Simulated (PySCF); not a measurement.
Structure from 2D NMR

Compound of formula C$_{4}$H$_{5}$F. Correlations simulated from computed shifts and couplings:

HSQC (one-bond C–H):
```
  δH    δC  ¹J(C,H) (Hz)
5.09  91.7           196
1.93  26.3           188
1.90  13.0           212
1.63  26.3           159
```

COSY cross peaks (|J| ≥ 2 Hz):
```
  δH    δH  abs. J (Hz)  bonds
5.09  1.90          2.5      3
5.09  1.63          4.2      4
1.90  1.63          3.1      3
```

HMBC (two and three bonds, |J| ≥ 2.5 Hz):
```
  δH        δC [abs. J in Hz]
5.09              26.3 [11.1]
1.93               91.7 [9.5]
1.90   91.7 [5.9], 26.3 [4.0]
1.63  91.7 [16.3], 13.0 [2.6]
```

- PBE0-D3(BJ)/def2-SVP geometry
- J: B3LYP/pcJ-1 (spin–dipole term only in couplings to heteroatoms)
- NMR shieldings at PBE0/pcSseg-1/GIAO
- run in PySCF 2.14
- single conformer, rapidly exchanging positions averaged, non-relativistic Hamiltonian, gas phase

References, each an isolated molecule treated in the same way: ¹H (31.27 ppm) and ¹³C (184.41 ppm) against TMS.

Exchangeable hydrogens are left out of these lists, and C,H couplings along chains are those of one rotamer, so weak HMBC peaks may be missing or extra.

**Question.** Assemble the structure.

**Answer.** `F[C@H]1[C@H]2C[C@@H]12`.

Atoms are numbered as in `[F:1][C@H:2]1[C@H:3]2[CH2:4][C@@H:5]12` (H(Xn): hydrogen on atom n). Ha(C4) is cis to C2 on the ring; Hb(C4) is trans to C2 on the ring.

1. δC 91.7 is C2, a three-membered-ring carbon (δH 5.09).
2. δC 26.3 is C4, a three-membered-ring carbon (δH 1.93, 1.63).
3. δC 13.0 is C3/C5, a three-membered-ring carbon (δH 1.90).
4. COSY links 5.09–1.90, 5.09–1.63, 1.90–1.63.

Common functionals overestimate the size of one-bond C–F couplings by tens of Hz; these are unscaled. Unscaled 3J(H,H) at this level run about 10 % above measured values. Shifts are as computed. Against solution values, carbons near 30 ppm lie about +2 ppm off and those near 130 ppm about +5 ppm. Of 1211 compounds with measured shifts, 218 miss one by over three times the rms of a fit or turn the order of signals round; such compounds aren't used in these exercises.
